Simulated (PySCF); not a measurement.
carbonyl sulfide (COS), SMILES O=C=S. Atoms are numbered in the order given.

```xyz
3

O      0.0000     0.0000    -1.6805
C      0.0000     0.0000    -0.5250
S      0.0000     0.0000     1.0371
```
Charge 0, spin multiplicity 1.

Geometry: B3LYP-D3(BJ)/def2-TZVP.

All values below come from B3LYP/pcSseg-2 (PySCF).

GIAO shieldings, no solvent; atoms alike by connectivity are averaged. δ = σ(ref) − σ: ¹⁷O against H2O (σ = 325.5 ppm); ¹³C against TMS (σ = 181.3 ppm); ³³S against H2S (σ = 688.9 ppm), references at their B3LYP-D3(BJ)/def2-TZVP geometries, non-relativistic.

Computed chemical shifts:
```
nucleus  atoms  count  δ (ppm)
-------  -----  -----  -------
¹⁷O         O1      1    253.2
¹³C         C2      1    166.7
³³S         S3      1    -77.7
```
